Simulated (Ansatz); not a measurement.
# C2H4OS2: up Jacob's ladder to CCSD(T)

How much do the methods differ for C2H4OS2? The plan is to run it at one geometry with functionals of several rungs and with coupled cluster. The yardstick is the atomisation energy at the CCSD(T) limit.

Computed with Ansatz 0.2.0, Gaussian basis. Level: functionals in def2-TZVPP, the program's frozen cores in correlated methods.

Levels to be run: PBE-D4, r2SCAN-D4, PBE0-D4, B3LYP-D4, ωB97X-V, ωB97M-V, B2PLYP; CCSD(T)/def2-TZVPP; MP2/def2-QZVPP; extrapolation to the limit.

## 1. The relaxed structure

An earlier PBE0-D4 in a triple-zeta def2 set relaxation fixed the geometry.

9 atoms, charge 0, spin multiplicity 1.

Atoms are counted from 1 here; the program's logs count them from 0.

Bond lengths: S1–S2 2.042 Å, S1–H6 1.347 Å, S2–C3 1.777 Å, C3–C4 1.460 Å, C3–O5 1.408 Å, C3–H7 1.087 Å, C4–O5 1.418 Å, C4–H8 1.086 Å, C4–H9 1.087 Å. Angles: S2–S1–H6 98.5°, S1–S2–C3 102.0°, S2–C3–C4 117.9°, S2–C3–O5 118.3°, S2–C3–H7 114.5°, C4–C3–O5 59.2°, C4–C3–H7 120.6°, O5–C3–H7 115.2°, C3–C4–O5 58.6°, C3–C4–H8 119.2°, C3–C4–H9 119.2°, O5–C4–H8 115.8°, O5–C4–H9 115.2°, H8–C4–H9 116.1°, C3–O5–C4 62.2°.

As a file:

```xyz
9

S    -2.63788    0.77672    0.28218
S    -1.32751   -0.76765    0.02494
C     0.16080    0.08274   -0.44188
C     1.43506   -0.58480   -0.19291
O     1.02219    0.53115    0.57813
H    -2.31863    1.09933    1.55087
H     0.04779    0.76185   -1.28302
H     2.26593   -0.41073   -0.87101
H     1.44084   -1.53500    0.33540
```

## 2. PBE-D4 (GGA)

in.yaml

```yaml
crystal:
  periodic: [false, false, false]
  atoms:
    - {symbol: S, position_ang: [-2.637877, 0.776715, 0.282181]}
    - {symbol: S, position_ang: [-1.327509, -0.767652, 0.024940]}
    - {symbol: C, position_ang: [0.160801, 0.082735, -0.441877]}
    - {symbol: C, position_ang: [1.435062, -0.584802, -0.192912]}
    - {symbol: O, position_ang: [1.022191, 0.531151, 0.578132]}
    - {symbol: H, position_ang: [-2.318634, 1.099327, 1.550869]}
    - {symbol: H, position_ang: [0.047790, 0.761848, -1.283017]}
    - {symbol: H, position_ang: [2.265931, -0.410725, -0.871012]}
    - {symbol: H, position_ang: [1.440845, -1.534995, 0.335397]}
basis:
  gaussian: {orbitals: def2-TZVPP}
hamiltonian: {xc: pbe, dispersion: d4}
output: {forces: true, orbitals: {seedname: orbitals}}
```

On the command line:

```sh
$ ansatz run in.yaml --threads 4 --pin off --events-out ev --progress --plain --max-ram 10444MiB
```

Further steps of the session: r2SCAN-D4 (meta-GGA); PBE0-D4 (hybrid); B3LYP-D4 (hybrid); ωB97X-V (range-separated); ωB97M-V (range-separated); B2PLYP (double hybrid); CCSD(T) in def2-TZVPP; MP2 in def2-QZVPP.

**Question.** What will the summary of the whole plan be? Wanted: atomisation energy, CCSD(T)/CBS; farthest; mean size of error, hybrid; mean size of error, range-separated; gap, smallest and largest; T1 diagnostic; triples share of the correlation energy.

**Answer**, as computed:

| quantity | value |
| --- | --- |
| atomisation energy, CCSD(T)/CBS | 772.9 kcal/mol |
| functionals within 3.9 kcal/mol (0.5 %) | B3LYP-D4 |
| farthest | PBE-D4 (+34.3 kcal/mol) |
| mean size of error, hybrid | 6.2 kcal/mol |
| mean size of error, range-separated | 7.0 kcal/mol |
| gap, smallest and largest | 4.31 eV (PBE-D4), 11.10 eV (ωB97X-V) |
| T1 diagnostic | 0.0125 |
| triples share of the correlation energy | 4.5 % |

In words: PBE-D4 misses by +34.3 kcal/mol. Double hybrids carry the basis error of their MP2 part in triple zeta, and no dispersion term here, so their miss is partly the set-up's. Misses under about 3.9 kcal/mol are within the doubt on the reference itself, which lacks core-valence correlation, relativity and higher excitations. Hartree-Fock recovers 66 % of the binding; the rest is correlation. Orbital gaps span 4.3 to 11.1 eV; exact exchange widens them.
